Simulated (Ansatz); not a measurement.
A barrier at the coupled-cluster level

Start structure (SiNH6O, doublet), relaxed at PBE0-D4/def2-TZVP:

H1  (0.484, -0.401, 0.511)
O2  (1.090, 0.120, -0.046)
Si3  (0.440, 1.066, -1.209)
N4  (-0.678, -1.409, 1.589)
H5  (-0.472, 2.108, -0.652)
H6  (1.564, 1.737, -1.907)
H7  (-0.349, 0.283, -2.205)
H8  (-1.021, -2.357, 1.415)
H9  (-1.057, -1.148, 2.504)
(Å)

The step: SiH₄O ([OH][SiH3]) + NH₂ → SiH₃O ([O][SiH3]) + NH₃; bonds formed: H1–N4; bonds broken: H1–O2. Ansatz 0.2.0; basis: def2-TZVPP and def2-QZVPP; cores frozen in the correlated methods; orbitals are unrestricted. Extrapolation: Hartree–Fock as exp(−7.88 √X), correlation as X^−2.97. Energies below are by CCSD(T) at an estimated basis limit (MP2 extrapolated from triple and quadruple zeta, plus CCSD(T) − MP2 in triple zeta).

Q: What are the electronic barrier and the energy of the step, from the start structure to the end structure? (Judge from chemistry; the value comes from the calculation.)

A: By the calculation: Barrier 0.806 eV; step energy 0.699 eV (uphill); reverse barrier, their difference, 0.106 eV. Barrier and step energy count from the start structure, the reverse barrier from the end structure.

The saddle point: One imaginary mode of 1024i cm⁻¹.
| pair | start (Å) | saddle (Å) | end (Å) |
| --- | --- | --- | --- |
| H1–N4 | 1.88 | 1.13 | 1.01 |
| H1–O2 | 0.97 | 1.28 | 1.88 |

Zero-point energy (harmonic, PBE0-D4): ZPE is 1.647 eV at the start and 1.588 eV at the saddle, so the barrier goes from 0.806 to 0.747 eV.

The T1 diagnostic stays at or below 0.036. ⟨S²⟩ of the unrestricted Hartree–Fock references: 0.76 to 0.79 (a pure state has 0.75).

Radical steps of this kind take place in plasma deposition and etching.

Labels in which every atom is bracketed show which atoms are joined, not bond orders.

For scale, one of the runs: CCSD(T)/def2-TZVPP, 188 basis functions, launched by `ansatz run in.yaml --threads 4 --pin off --events-out ev --progress --plain --max-ram 9574MiB`. Time: 3.9 min of wall clock on 4 CPU threads of an AMD EPYC; the host was shared. Peak host memory: 5.1 GiB.
